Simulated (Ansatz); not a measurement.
**Cadmium, hcp under LDA: convergence with the plane-wave cutoff**

A convergence test of the plane-wave cutoff. The geometry was relaxed under LDA beforehand and stays fixed; 9 values are run, from 150 to 800 eV. Wanted are the values from which on the energy stays within 10 and 1 meV/atom, and the pressure within 0.5 GPa, of the last run. Within the series other settings stay, but some runs also write fields, which adds to their time. Spin polarisation is left out.

Method: DFT LDA, plane waves with PAW, scalar-relativistic, in Ansatz 0.2.0.

### 1 The structure to begin with

The structure is hexagonal, space group P6_3/mmc (No. 194). The conventional cell has a = 2.882 Å, b = 2.882 Å, c = 5.638 Å, α = 90.00°, β = 90.00°, γ = 120.00°. Cd (site symmetry -6m2) has 12 Cd at 2.88 to 3.27 Å as nearest neighbours.

Coordinates:

```cif
data_structure
_symmetry_space_group_name_H-M 'P 1'
_symmetry_Int_Tables_number 1
_cell_length_a 2.8819
_cell_length_b 2.8819
_cell_length_c 5.6384
_cell_angle_alpha 90.000
_cell_angle_beta 90.000
_cell_angle_gamma 120.000
_cell_volume 40.55
loop_
_atom_site_label
_atom_site_type_symbol
_atom_site_fract_x
_atom_site_fract_y
_atom_site_fract_z
_atom_site_occupancy
Cd1 Cd 0.33333 0.66667 0.25000 1
Cd2 Cd 0.66667 0.33333 0.75000 1
```

### 2 The usual settings first

Input file input.yaml:

```yaml
crystal:
  lattice:
    - [2.8818641727, 0.0, 0.0]
    - [-1.4409320863, 2.4957675838, 0.0]
    - [0.0, 0.0, 5.6383707528]
  atoms:
    - { symbol: Cd, position: [0.3333333333, 0.6666666667, 0.25] }
    - { symbol: Cd, position: [0.6666666667, 0.3333333333, 0.75] }
hamiltonian:
  xc: lda
  pseudopotentials:
    kind: paw
    azcp:
      Cd: "pseudopotentials/Cd.paw.azcp"
basis:
  ecutwfc: 420
  fft_grid_basis: typed
kpoints:
  mp_grid: { grid: [21, 21, 9], shift: [0, 0, 0] }
magnetization:
  spin_polarized: false
scf:
  occupations: { method: fermi_dirac, width: 0.1 }
  lower_state_search: "off"
output:
  stress: true
  write_density: true
  write_potential: true
  elf: true
  volumetric_format: npy
```

The run is started by

```
> ansatz run input.yaml --threads 2 --pin off --max-ram 5120MiB --backend cpu --events-out ev --progress --plain --runs-dir out
```

### 3 With a cutoff of 150 eV

The run at 150 eV.

input.yaml: that of step 2 with these lines changed.

```diff
@@ -15,6 +15,6 @@
 basis:
-  ecutwfc: 420
+  ecutwfc: 150
   fft_grid_basis: typed
 kpoints:
-  mp_grid: { grid: [21, 21, 9], shift: [0, 0, 0] }
+  mp_grid: { grid: [13, 13, 6], shift: [0, 0, 0] }
 magnetization:
@@ -26,5 +26 @@
   stress: true
-  write_density: true
-  write_potential: true
-  elf: true
-  volumetric_format: npy
```

### 4 With a cutoff of 200 eV

The run at 200 eV.

input.yaml: that of step 3 with these lines changed.

```diff
@@ -15,3 +15,3 @@
 basis:
-  ecutwfc: 150
+  ecutwfc: 200
   fft_grid_basis: typed
@@ -26 +26,5 @@
   stress: true
+  write_density: true
+  write_potential: true
+  elf: true
+  volumetric_format: npy
```

### 5 With a cutoff of 250 eV

The run at 250 eV.

input.yaml: that of step 4 with these lines changed.

```diff
@@ -15,3 +15,3 @@
 basis:
-  ecutwfc: 200
+  ecutwfc: 250
   fft_grid_basis: typed
@@ -26,5 +26 @@
   stress: true
-  write_density: true
-  write_potential: true
-  elf: true
-  volumetric_format: npy
```

### 6 With a cutoff of 300 eV

The run at 300 eV.

input.yaml: that of step 5 with these lines changed.

```diff
@@ -15,3 +15,3 @@
 basis:
-  ecutwfc: 250
+  ecutwfc: 300
   fft_grid_basis: typed
```

### 7 With a cutoff of 350 eV

The run at 350 eV.

input.yaml: that of step 6 with these lines changed.

```diff
@@ -15,3 +15,3 @@
 basis:
-  ecutwfc: 300
+  ecutwfc: 350
   fft_grid_basis: typed
@@ -26 +26,5 @@
   stress: true
+  write_density: true
+  write_potential: true
+  elf: true
+  volumetric_format: npy
```

### 8 With a cutoff of 420 eV

The run at 420 eV.

input.yaml: that of step 7 with these lines changed.

```diff
@@ -15,3 +15,3 @@
 basis:
-  ecutwfc: 350
+  ecutwfc: 420
   fft_grid_basis: typed
@@ -26,5 +26 @@
   stress: true
-  write_density: true
-  write_potential: true
-  elf: true
-  volumetric_format: npy
```

### 9 With a cutoff of 500 eV

The run at 500 eV.

input.yaml: that of step 8 with these lines changed.

```diff
@@ -15,3 +15,3 @@
 basis:
-  ecutwfc: 420
+  ecutwfc: 500
   fft_grid_basis: typed
```

### 10 With a cutoff of 600 eV

The run at 600 eV.

input.yaml: that of step 9 with these lines changed.

```diff
@@ -15,3 +15,3 @@
 basis:
-  ecutwfc: 500
+  ecutwfc: 600
   fft_grid_basis: typed
```

### 11 With a cutoff of 800 eV

The run at 800 eV.

input.yaml: that of step 10 with these lines changed.

```diff
@@ -15,3 +15,3 @@
 basis:
-  ecutwfc: 600
+  ecutwfc: 800
   fft_grid_basis: typed
```

(Steps that only read results are left out.)

What does the calculation give?

As calculated:

| quantity | value |
| --- | --- |
| E(σ → 0) stays within 10 meV/atom of 800 eV | from 350 eV on |
| E(σ → 0) stays within 1 meV/atom | from 600 eV on |
| pressure stays within 0.5 GPa | from 300 eV on |
| pressure at 800 eV | 0.07 GPa |
| CPU time, dearest over cheapest | 5.6 |
| run at the usual settings (mesh 21×21×9 against the series' 13×13×6, 420 eV) | +3.3 meV/atom from 800 eV, 0.06 GPa |

In words: At 150 eV the energy differs by +79488 meV/atom and the pressure by -31.5 GPa. The energy falls at each step up in cutoff, as the variational principle asks. Total energies within 1 meV/atom need 600 eV; differences between like structures often settle sooner. The cell taken over is 6 % smaller than the measured one (21.59 Å³/atom, COD).
